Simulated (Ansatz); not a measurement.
## Forms of CH2Ga and their order

Ansatz 0.2.0, basis cc-pVDZ; geometries are PBE0/def2-TZVP minima. Wave-function levels freeze the cores with the filled d shells of p-block atoms; HF, MP2 and coupled cluster are restricted for singlets and unrestricted otherwise, restricted open-shell where a d shell is frozen, Kohn–Sham unrestricted where that lies lower. The reference is CCSDT(Q) (coupled cluster only where its series has nearly closed). Semilocal and hybrid functionals correlate all electrons outside any core potential and usually lie nearer their basis limit than the reference, so part of their error here is the reference's basis and frozen-core error; RPA and the MP2 part of double hybrids freeze the same cores as the reference. None of these values is a measured one. Energies are electronic, without zero-point terms. No spin–orbit coupling and no scalar relativity. The set is small: such energies can lie up to about 0.3 eV from the limit, spin gaps mostly less, so near ties and functionals' places can change in larger sets. The species are chosen: bound, without strong static correlation by their natural occupations or amplitudes, and with a ladder that closes on the reference, so errors are smaller than for species at large; levels whose determinant breaks symmetry or spin markedly are left out.

A. doublet; C–Ga 2.015, C–H 1.094, angles at C 111/125°. Coordinates (Å): C 0.000 0.000 1.662; Ga 0.000 0.000 -0.352; H 0.000 -0.900 2.285; H 0.000 0.900 2.285
B. quartet; C–Ga 1.951, Ga–H 1.561, angles at Ga 116/128°. Coordinates (Å): C 0.000 0.000 1.688; Ga 0.000 0.000 -0.263; H 0.000 -1.405 -0.945; H 0.000 1.405 -0.945
C. quartet; C–Ga 1.979, C–H 1.085, angles at C 119/121°. Coordinates (Å): C 0.000 0.000 1.634; Ga 0.000 0.000 -0.345; H 0.000 0.933 2.188; H 0.000 -0.933 2.188

Task: From bonding and spin, estimate the order of these in energy at CCSDT(Q), each at its own geometry.

Result: At CCSDT(Q), above the lowest of those listed: A (0.0 kJ/mol), C (209.4 kJ/mol), B (342.1 kJ/mol).

| level | C less A (kJ/mol) | B less A (kJ/mol) |
| --- | --- | --- |
| CCSDT(Q) | 209.4 | 342.1 |
| MP2 | 194.4 | 343.0 |
| CCSD | 209.7 | 338.2 |
| CCSD(T) | 209.5 | 342.2 |
| CCSDT | 209.4 | 341.8 |
| PBE | 219.8 | 382.8 |
| PBE0 | 210.5 | 368.9 |
| B3LYP | 233.2 | 386.2 |
| B2PLYP | 222.7 | 374.1 |
| RPA-PBE | 216.2 | 355.3 |

Every level shown puts the same form lowest.

The geometries are PBE0's, not this basis's own minima.
